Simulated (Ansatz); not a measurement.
The same path of H3Si + H4Si (9 atoms, charge 0, multiplicity 2) was run twice with different band settings. Lost on the way: Si1–H2. Made: H2–Si6.

Method: UKS r2SCANh/cc-pVDZ (Ansatz 0.2.0).

Relaxed end points:

```xyz
9
Properties=species:S:1:pos:R:3
Si -0.002 0.000 -0.686
H 0.003 0.000 0.808
H 1.405 0.000 -1.189
H -0.707 1.219 -1.183
H -0.707 -1.220 -1.182
Si 0.009 0.001 4.423
H -0.772 -1.201 4.846
H 1.425 -0.067 4.898
H -0.654 1.268 4.858
```

```xyz
9
Properties=species:S:1:pos:R:3
Si 0.013 -0.002 -0.958
H -0.015 0.001 2.657
H 1.431 0.000 -1.430
H -0.709 1.235 -1.385
H -0.709 -1.236 -1.392
Si -0.005 0.000 4.151
H -0.762 -1.184 4.655
H 1.405 -0.066 4.640
H -0.647 1.252 4.655
```

Common settings: movable images 5; climbing image yes; spring 5.0 eV/Å²; start path through a guess of the saddle point; force threshold 0.05 eV/Å; iteration limit 60; end points relaxed.

| run | optimiser | largest step |
| --- | --- | --- |
| 1 | quadratic models (default) | default |
| 2 | fire | 0.5 Å |

What does each run give, and how far can it be trusted?

Run 1: converged after 4 iterations, highest image 0.273 eV above the first end. A vibrational analysis at the climbing image gives one clearly imaginary mode, 950i cm⁻¹, and a faint second one (33i cm⁻¹) that may be numerical noise or a soft torsion: probably a first-order saddle point.
Run 2: converged after 22 iterations, highest image 0.273 eV above the first end. Another band between the same ends (5 images) ends at a top of the same energy, where a vibrational analysis finds 1 clearly imaginary mode.
